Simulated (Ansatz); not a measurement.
# CF3 (trifluoromethyl radical): methods side by side

CF3: 4 atoms, total charge 0, spin state doublet. SMILES: `F[C](F)F`. Geometry: relaxed at PBE0-D4/def2-TZVP.

```xyz
4

F    -1.2275    0.0249    0.2654
C    -0.0395   -0.0595   -0.2867
F     0.6589   -1.0449    0.2273
F     0.6081    1.0795   -0.2059
```

Each level gives the energy change with the C2–F4 bond stretched from 1.313 to 2.625 Å (eV). The values are calculated.

```json
{"level": "UHF/STO-3G", "kind": "Hartree–Fock", "program": "Ansatz", "value (eV)": "2.46", "less FCI/STO-3G": "+0.04"}
{"level": "UBLYP/STO-3G", "kind": "GGA", "program": "Ansatz", "value (eV)": "3.40", "less FCI/STO-3G": "+0.98"}
{"level": "U-r2SCAN/STO-3G", "kind": "meta-GGA", "program": "Ansatz", "value (eV)": "3.55", "less FCI/STO-3G": "+1.13"}
{"level": "UB3LYP/STO-3G", "kind": "global hybrid", "program": "Ansatz", "value (eV)": "3.50", "less FCI/STO-3G": "+1.08"}
{"level": "UBHLYP/STO-3G", "kind": "global hybrid", "program": "Ansatz", "value (eV)": "3.36", "less FCI/STO-3G": "+0.94"}
{"level": "UHSE06/STO-3G", "kind": "range-separated hybrid", "program": "Ansatz", "value (eV)": "3.67", "less FCI/STO-3G": "+1.25"}
{"level": "RPA@PBE/STO-3G", "kind": "RPA", "program": "Ansatz", "value (eV)": "2.14", "less FCI/STO-3G": "-0.28"}
{"level": "UMP2/STO-3G", "kind": "perturbation theory", "program": "Ansatz", "value (eV)": "2.60", "less FCI/STO-3G": "+0.18"}
{"level": "UCCSDT(Q)/STO-3G", "kind": "coupled cluster or CI", "program": "Ansatz", "value (eV)": "2.41", "less FCI/STO-3G": "-0.01"}
{"level": "FCI/STO-3G", "kind": "exact in the basis", "program": "Ansatz", "value (eV)": "2.42", "less FCI/STO-3G": "0.00"}
```

FCI/STO-3G is exact within its basis and frozen core, so for wave-function methods in that basis the difference is their error; functionals converge differently with the basis, so for them it is only a difference. The first shape isn't each level's own minimum. The values span 2.14 to 3.67 eV. Spin contamination of the reference (⟨S²⟩ at least 0.1 too high) touches UHF/STO-3G, UMP2/STO-3G, UCCSDT(Q)/STO-3G. All rows use very small basis sets, so none should be taken for the real molecule's value.
